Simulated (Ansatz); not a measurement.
**A relaxation, step by step**

CH5OSi, doublet, PBE0-D4/def2-TZVP (Ansatz 0.2.0). Settings:

```yaml
hamiltonian: {xc: pbe0, dispersion: d4}
relax: {f_tol: 0.005, max_steps: 200}
```

Start, a step off a saddle point along its unstable mode:

```
8
angstrom
H 0.3855 -0.6256 -0.2736
C 0.5896 -0.8851 -1.1967
O 1.6821 -0.7604 -1.7191
Si -0.4811 0.7313 1.0202
H -0.1638 -1.5638 -1.7730
H 0.5542 1.1191 2.0152
H -0.9284 1.9143 0.2417
H -1.6380 0.0702 1.6854
```

```
               step  energy less the last (meV)  largest force component (eV/Å)
                  1                       945.4                           7.797
                  4                        97.6                           1.736
 7 (rejected trial)                        46.9                           0.348
                 10                        36.7                           0.074
                 13                        35.1                           0.215
16 (rejected trial)                        43.5                           0.886
19 (rejected trial)                        66.0                           1.434
                 22                        13.4                           0.096
                 25                         7.8                           0.045
                 28                         4.6                           0.022
                 31                         3.0                           0.111
                 34                         1.0                           0.079
                 37                         0.6                           0.082
                 40                         0.1                           0.003
43 (rejected trial)                         0.1                           0.038
                 46                         0.0                           0.018
                 48                         0.0                           0.003
```

Step 10, positions (Å) and forces (eV/Å):

```csv
atom,x,y,z,Fx,Fy,Fz
H1,0.604,-1.297,-0.436,0.002,-0.012,0.074
C2,0.781,-1.250,-1.527,0.030,-0.001,-0.014
O3,1.801,-0.830,-1.989,0.023,0.014,-0.019
Si4,-0.653,1.033,1.317,-0.005,0.003,0.003
H5,-0.049,-1.611,-2.165,-0.044,-0.014,-0.050
H6,0.421,1.414,2.267,-0.003,0.000,-0.002
H7,-1.130,2.196,0.526,-0.001,0.002,0.004
H8,-1.776,0.345,2.007,-0.003,0.008,0.005
```

Step 25, positions (Å) and forces (eV/Å):

| atom | x | y | z | Fx | Fy | Fz |
| --- | --- | --- | --- | --- | --- | --- |
| H1 | 0.906 | -1.756 | -0.386 | 0.005 | 0.006 | -0.004 |
| C2 | 0.751 | -1.126 | -1.285 | 0.045 | 0.019 | 0.004 |
| O3 | 1.645 | -0.510 | -1.792 | -0.037 | -0.019 | 0.025 |
| Si4 | -0.691 | 0.905 | 1.062 | 0.030 | -0.011 | 0.000 |
| H5 | -0.278 | -1.118 | -1.694 | -0.020 | 0.003 | -0.020 |
| H6 | 0.552 | 1.101 | 1.850 | -0.004 | -0.003 | -0.004 |
| H7 | -1.094 | 2.140 | 0.347 | -0.005 | 0.004 | -0.010 |
| H8 | -1.792 | 0.364 | 1.898 | -0.014 | 0.001 | 0.010 |

Step 28, positions (Å) and forces (eV/Å):

```tsv
atom	x	y	z	Fx	Fy	Fz
H1	0.889	-1.762	-0.392	0.005	0.010	-0.013
C2	0.735	-1.093	-1.264	-0.015	0.000	0.008
O3	1.616	-0.417	-1.713	-0.012	-0.006	0.009
Si4	-0.683	0.852	1.059	-0.022	0.004	0.010
H5	-0.282	-1.108	-1.705	0.019	0.003	0.000
H6	0.575	1.064	1.816	0.009	-0.004	-0.001
H7	-1.054	2.041	0.251	0.005	-0.013	-0.005
H8	-1.795	0.423	1.948	0.012	0.005	-0.009
```

Last step (48):

```
8
angstrom
H 0.9151 -1.7824 -0.4377
C 0.7109 -1.0264 -1.2218
O 1.5251 -0.2077 -1.5448
Si -0.7035 0.7483 1.0676
H -0.2833 -1.0917 -1.7067
H 0.6126 0.9218 1.7296
H -0.9679 1.8050 0.0605
H -1.8090 0.6331 2.0533
```

Hardware: 4 CPU threads of an Intel Xeon, shared host. Wall time about 2.5 min.
